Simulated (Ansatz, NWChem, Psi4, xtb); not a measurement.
How methods differ on C2H4Si (ethynylsilane)

The species is C2H4Si (7 atoms), meant as a singlet with charge 0. As SMILES, `C#C[SiH3]`. The shape is that of a PBE0-D4/def2-TZVP optimisation.

Quantity: the vertical energy of the triplet above the singlet, in eV. The values are calculated.

```
                                                 level                    kind  program  value (eV)  CPU time (all runs)
                                              GFN0-xTB          semi-empirical      xtb        5.22            under 2 s
                                          HF/6-311+G**            Hartree–Fock   Ansatz        4.47                 54 s
                                        BLYP/6-311+G**                     GGA   Ansatz        5.30              3.3 min
                                        TPSS/6-311+G**                meta-GGA   NWChem        5.16                 66 s
                                      M06-2X/6-311+G**         hybrid meta-GGA   NWChem        5.51                 75 s
                                       HSE06/6-311+G**  range-separated hybrid   Ansatz        5.16              3.1 min
DSD-PBEP86/6-311+G** (density fitting for correlation)           double hybrid     Psi4        5.59                 91 s
                                     RPA@PBE/6-311+G**                     RPA   Ansatz        5.61              4.7 min
                                        CCSD/6-311+G**   coupled cluster or CI   Ansatz        5.46              2.3 min
```

The values span 4.47 to 5.61 eV. The xTB rows lack spin polarisation, so open shells miss the exchange term that lowers them. Times are those of the runs behind each value, whatever else they computed, on shared processors of several kinds: orders of magnitude only.
